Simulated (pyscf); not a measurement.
`[SiH2][SeH]` [doublet] + `[H][H]` → `[SiH3][SeH]` + `[H]` [doublet], a hydrogen abstraction (doublet surface; H–H broken, H–Si formed). Single points on ωB97X-D3(BJ)/def2-SVP structures (PySCF, gas phase). Energies in kJ/mol from the separated reactants.

Small-basis levels: PySCF, no dispersion term, spherical d functions. AM1 to PM7: differences of heats of formation from MOPAC, which are fitted to 298 K values and so differ in kind from electronic energies by zero-point and thermal terms. Open shells are spin-unrestricted. 

```csv
level,barrier,reaction energy
HF/STO-3G,103.2,+50.0
MP2/6-31G*+LANL2DZ,84.8,+41.7
SVWN5/6-31G*+LANL2DZ,50.0,+73.2
B3LYP/LANL2DZ,90.4,+89.9
M06-2X/6-31G*+LANL2DZ,89.8,+67.9
B3LYP/def2-SVP,71.6,+71.2
AM1,138.7,+156.9
ωB97M-D3(BJ)/def2-TZVP,76.4,+58.8
```

Against the last row the barrier runs from -26.4 (SVWN5/6-31G*+LANL2DZ) to +62.4 kJ/mol (AM1). At SVWN5/6-31G*+LANL2DZ, AM1 this geometry lies under one side, so the entry may be no barrier of that level: it is a single point on another level's saddle. ωB97M-D3(BJ)/def2-TZVP has limits of its own. •H₂Si–SeH lies 49.1 kJ/mol over its isomer H₃Si–Se• (electronic energy, ωB97M-D3(BJ)/def2-TZVP). This is the saddle that the search found; another between the same sides may lie lower. The angle at the transferred H is 180°. In the def2 sets elements up to Kr have no core potential.
